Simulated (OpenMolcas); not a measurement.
# How methods differ on SiH4S (Si(SH)H3)

SiH4S has 6 atoms, charge 0, and is taken as a singlet. As SMILES, `[H][Si]([H])([H])S`. Geometry: relaxed at GFN2-xTB.

```xyz
6

Si    0.2012   -0.0145   -0.5446
S     0.2537    0.0198    1.6015
H    -1.0568    0.0599    1.7952
H     1.6060   -0.0207   -0.9100
H    -0.5032    1.1806   -0.9902
H    -0.5009   -1.2251   -0.9520
```

Quantity: the energy change with the Si1–H4 bond stretched from 1.452 to 3.629 Å, in eV. The values are calculated.

```json
{"level": "HF/STO-3G (restricted)", "kind": "Hartree–Fock", "program": "OpenMolcas", "value (eV)": "10.11", "less FCI/STO-3G": "+5.14", "CPU time (all runs)": "3.2 s"}
{"level": "PBE/STO-3G (restricted)", "kind": "GGA", "program": "OpenMolcas", "value (eV)": "7.98", "less FCI/STO-3G": "+3.01", "CPU time (all runs)": "20 s"}
{"level": "M06-2X/STO-3G (restricted)", "kind": "hybrid meta-GGA", "program": "OpenMolcas", "value (eV)": "9.52", "less FCI/STO-3G": "+4.55", "CPU time (all runs)": "18 s"}
{"level": "B2PLYP/STO-3G (restricted)", "kind": "double hybrid", "program": "OpenMolcas", "value (eV)": "6.87", "less FCI/STO-3G": "+1.90", "CPU time (all runs)": "14 s"}
{"level": "MP2/STO-3G (restricted)", "kind": "perturbation theory", "program": "OpenMolcas", "value (eV)": "6.46", "less FCI/STO-3G": "+1.49", "CPU time (all runs)": "3.3 s"}
{"level": "MRCI(2,2)/STO-3G", "kind": "multireference", "program": "OpenMolcas", "value (eV)": "4.98", "less FCI/STO-3G": "+0.01", "CPU time (all runs)": "3.8 s"}
{"level": "SC-NEVPT2(2,2)/STO-3G", "kind": "multireference", "program": "OpenMolcas", "value (eV)": "4.96", "less FCI/STO-3G": "-0.01", "CPU time (all runs)": "3.5 s"}
{"level": "CISD/STO-3G (restricted)", "kind": "coupled cluster or CI", "program": "OpenMolcas", "value (eV)": "5.88", "less FCI/STO-3G": "+0.91", "CPU time (all runs)": "3.6 s"}
{"level": "FCI/STO-3G", "kind": "exact in the basis", "program": "OpenMolcas", "value (eV)": "4.97", "less FCI/STO-3G": "0.00", "CPU time (all runs)": "99 s"}
```

FCI/STO-3G is exact within its basis and frozen core, so for wave-function methods in that basis the difference is their error; functionals converge differently with the basis, so for them it is only a difference. Spin-restricted single references rise too steeply as a bond breaks, Hartree–Fock most of all. Perturbation and coupled-cluster corrections on them can overshoot downwards. The first shape isn't each level's own minimum. The values span 4.96 to 10.11 eV. All rows use very small basis sets, so even the best lies far from the true value. CPU times are rough (shared hosts, several kinds of processor): they show what a rung costs within a factor of a few.
